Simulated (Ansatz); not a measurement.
# Al2C (singlet): the correlation ladder, cc-pVTZ

The task here is to estimate one member of a computed series from the others.

The runs use Ansatz 0.2.0, Gaussian basis; cc-pVTZ, core rule «outside noble gas», up to 11 orbitals frozen.

To be run: UHF; CCSD(T) on RHF; CCSD(T) on UHF; BCCD(T) on RHF; CCSDT(Q) on RHF; CCSDT(Q) on UHF; CASSCF and NEVPT2, 10 electrons in 12 orbitals.

6 further runs of the same task are left out: 2 for a known fault of the program, 4 set aside as unsound or not needed.

### The geometry

The geometry is a PBE0/def2-TZVP stationary point (not a proven minimum).

3 atoms, charge 0, spin multiplicity 1.

Atoms are counted from 1 here; the program's logs count them from 0.

Bond lengths: Al2–C3 1.945 Å.

Geometry (Å):

```mol
CAl2
  3D, bonds by distance, orders not assigned

  3  1  0  0  0  0  0  0  0  0999 V2000
    0.0000    0.0000    2.5082 Al  0  0
    0.0000    0.0000   -0.2816 Al  0  0
    0.0000    0.0000   -2.2266 C   0  0
  2  3  8  0
M  END
```

Set-up of the first run:

Input file in.yaml:

```yaml
crystal:
  periodic: [false, false, false]
  atoms:
    - {symbol: Al, position_ang: [0.000000, 0.000000, 2.508200]}
    - {symbol: Al, position_ang: [0.000000, 0.000000, -0.281599]}
    - {symbol: C, position_ang: [0.000000, 0.000000, -2.226601]}
basis:
  gaussian: {orbitals: cc-pVTZ}
magnetization: {spin_polarized: true, initial_magnetization: 0}
hamiltonian: {xc: hf}
output: {orbitals: {seedname: orbitals}}
```

Command:

```bash
$ ansatz run in.yaml --threads 1 --pin off --events-out ev --progress --plain --max-ram 4096MiB --backend cpu
```

Among the steps run: UHF; CCSD(T) on RHF; CCSD(T) on UHF; BCCD(T) on RHF; CCSDT(Q) on RHF; CCSDT(Q) on UHF; CASSCF and NEVPT2, 10 electrons in 12 orbitals.

One of the session's tables, all rows but one given; the rest of the session is left out.

| method | from RCCSDT(Q) (meV) |
| --- | --- |
| RHF | +8308.2 |
| RMP2 | +1843.0 |
| UMP2 | +1326.1 |
| RCCSD | ? |
| UCCSD | +229.6 |
| RCCSD(T) | +189.9 |
| UCCSD(T) | -247.5 |
| BCCD(T) | +196.2 |
| RCCSDT | +113.2 |
| UCCSDT | -452.0 |
| RCCSDT(Q) | 0 |
| UCCSDT(Q) | -599.4 |
| CASSCF valence | +4406.2 |
| NEVPT2 valence | +1003.9 |

**Question.** Estimate the row for RCCSD.

**Answer.** from RCCSDT(Q) (meV): +707.8. In the column «from RCCSDT(Q) (meV)» it lies between UCCSD (+229.6) and NEVPT2 valence (+1003.9).

Some runs used a GPU and others CPU threads alone; cost is compared among the GPU runs only.

Left out of the table: UHF (another determinant or state than the rows shown).

Caveats from the session: The determinant is far from a pure spin state, so its energy mixes those of several spin states (harmless only where they are near-degenerate, as at dissociation). The program flags UCCSD(T), UCCSDT(Q) as in doubt, so those rows may rest on another solution; read them beside their warnings. Warnings: restricted reference is unstable; spin contamination; coupled cluster took another determinant than the lowest; large T1 diagnostic. Restricted and unrestricted rows rest on different reference determinants; where their highest levels disagree by more than a few hundredths of an eV, they describe different states and don't form one ladder. Warnings in the runs' records: large difference.
